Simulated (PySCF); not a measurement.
## Shapes and spin states of B₂H₄

These are results of PBE0 in PySCF with B def2-TZVP, H def2-TZVP; no relativity; density-fitted integrals, not measurements.

Relaxations began from a few typed shapes and spin states; open shells are unrestricted. The search is not exhaustive: other isomers or separated fragments can lie lower, and high-lying points may rest on an excited occupation.

Order these stationary points by electronic energy, lowest first, in kJ/mol from the lowest minimum.
A. singlet D2d: B–B 1.628 Å, B–H 1.201 Å (×4); B–B–H 122.1° (×4), H–B–H 115.8° (×2)
B. triplet D2h: B–B 1.757 Å, B–H 1.188 Å (×4); B–B–H 110.0° (×4), H–B–H 139.9° (×2)
C. triplet C2h: B–H 1.188 Å (×2), B–H 1.320 Å (×4); B–H–B 82.7° (×2), H–B–H 97.3° (×2), H–B–H 111.6° (×4)
D. singlet D2h: B–B 1.743 Å, B–H 1.198 Å (×4); B–B–H 121.9° (×4), H–B–H 116.1° (×2)
E. singlet D2h: B–H 1.171 Å (×2), B–H 1.268 Å (×4); B–H–B 71.8° (×2), H–B–H 108.2° (×2), H–B–H 125.9° (×4)
F. triplet C2h: B–B 1.662 Å, B–H 1.181 Å (×2), B–H 1.215 Å (×2); B–B–H 91.5° (×2), B–B–H 136.0° (×2), H–B–H 132.5° (×2)
G. singlet C2v: B–H 1.176 Å (×2), B–H 1.347 Å (×4); B–H–B 65.6° (×2), H–B–H 83.7° (×2), H–B–H 119.0° (×4)

G (0.0), A (14.2), E (77.3), D (79.7), F (225.3), B (236.4), C (300.7).

Which of them are minima?

By energy in kJ/mol, 0.0: minimum; 14.2: minimum; 77.3: saddle point, 1 imaginary mode; 79.7: saddle point, 1 imaginary mode; 225.3: minimum; 236.4: saddle point, 1 imaginary mode; 300.7: minimum.
